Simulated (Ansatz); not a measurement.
**Al₂H (doublet): from Hartree-Fock to the top rungs at scale of all distances = 2.387, 6-31G**

One table from this session's results is given with a row withheld; the runs are named, their logs left out.

Computed with Ansatz 0.2.0, Gaussian basis. Level: 6-31G, core rule «outside noble gas», up to 10 orbitals frozen.

Plan: UHF; CCSD(T) on ROHF; CCSD(T) on UHF; BCCD(T) on ROHF; CISD; CCSDT(Q) on ROHF; CCSDT(Q) on UHF; CISDTQ; CCSDTQ on ROHF; CCSDTQ on UHF; CASSCF and MRCISD+Q, 3 electrons in 3 orbitals; CASSCF and NEVPT2, 3 electrons in 3 orbitals; CASSCF and MRCISD+Q, 7 electrons in 9 orbitals; CASSCF and NEVPT2, 7 electrons in 9 orbitals; Full CI; Full CI in the symmetry of the determinant.

20 further runs of the same task are left out: 1 for a known fault of the program, 1 for a mislabelled method, 15 that didn't finish, 3 set aside as unsound or not needed.

## The geometry

The geometry derives from a PBE0/def2-TZVP stationary point (not a proven minimum). All distances are scaled together.

3 atoms, charge 0, spin multiplicity 2.

Atoms are counted from 1 here; the program's logs count them from 0.

No contacts short enough for the rule that draws bonds.

Set-up of the first run:

Contents of in.yaml:

```yaml
crystal:
  periodic: [false, false, false]
  atoms:
    - {symbol: Al, position_ang: [0.000000, 0.000000, 0.841583]}
    - {symbol: Al, position_ang: [0.000000, 0.000000, -5.548268]}
    - {symbol: H, position_ang: [0.000000, 0.000000, 4.706685]}
basis:
  gaussian: {orbitals: 6-31G}
magnetization: {spin_polarized: true, initial_magnetization: 1}
hamiltonian: {xc: hf}
output: {orbitals: {seedname: orbitals}}
```

Launch:

```bash
$ ansatz run in.yaml --threads 1 --pin off --events-out ev --progress --plain --max-ram 2393MiB
```

Steps of the session up to this table: UHF; CCSD(T) on ROHF; CCSD(T) on UHF; BCCD(T) on ROHF; CISD; CCSDT(Q) on ROHF; CCSDT(Q) on UHF; CISDTQ; CCSDTQ on ROHF; CCSDTQ on UHF; CASSCF and MRCISD+Q, 3 electrons in 3 orbitals; CASSCF and NEVPT2, 3 electrons in 3 orbitals; CASSCF and MRCISD+Q, 7 electrons in 9 orbitals; CASSCF and NEVPT2, 7 electrons in 9 orbitals; Full CI; Full CI in the symmetry of the determinant.

One of the session's tables, all rows but one given; the rest of the session is left out.

| method | from FCI (kJ/mol) |
| --- | --- |
| UHF | +168.6 |
| UMP2 | +78.2 |
| UCCSD | ? |
| UCCSD(T) | +2.5 |
| UCCSDT | +0.1 |
| UCCSDT(Q) | 0.0 |
| UCCSDTQ | 0.0 |
| CASSCF pair | +157.3 |
| NEVPT2 pair | +66.6 |
| CASSCF valence | +31.0 |
| NEVPT2 valence | +13.6 |
| MRCISD valence | +0.7 |
| MRCISD+Q valence | +0.2 |
| FCI | 0 |

Q: Estimate the row for UCCSD from the others.

**Answer.** from FCI (kJ/mol): +5.0. In the column «from FCI (kJ/mol)» it lies between UCCSD(T) (+2.5) and NEVPT2 valence (+13.6).

Among the levels timed on like hardware and quicker than the yardstick, those that no quicker one beats, quickest first: NEVPT2 pair (1.3 s, +66.6 kJ/mol); NEVPT2 valence (3.7 s, +13.6 kJ/mol); MRCISD+Q valence (5 s, +0.2 kJ/mol); UCCSDT(Q) (19 s, 0.0 kJ/mol).

Not comparable, so not listed: CASSCF and MRCISD+Q, 3 electrons in 3 orbitals (they don't share determinant, frozen orbitals or solution with the rows shown, or repeat one).

To keep in mind: The report flags that the cluster equations may have other roots. The yardstick is full CI for this spin, exact in this basis with these frozen cores. Left out of the table: ROHF, RMP2, CISD, RCCSD, RCCSD(T), BCCD(T), RCCSDT, CISDTQ, RCCSDT(Q), RCCSDTQ (another determinant or state than the rows shown). The program flags UCCSD(T), UCCSDT(Q), UCCSDTQ as in doubt, so those rows may rest on another solution; read them beside their warnings. With 2.4 effectively unpaired electrons against 1 the state is strongly multireference. Of the multireference levels listed MRCISD+Q valence comes nearest in total energy (+0.2 kJ/mol), which doesn't show that its space is the better one. Levels on UHF freeze UHF's core orbitals, full CI those of ROHF, so the U rows can settle a little off it for that reason alone. Warnings in the runs' records: other roots, passed over end.
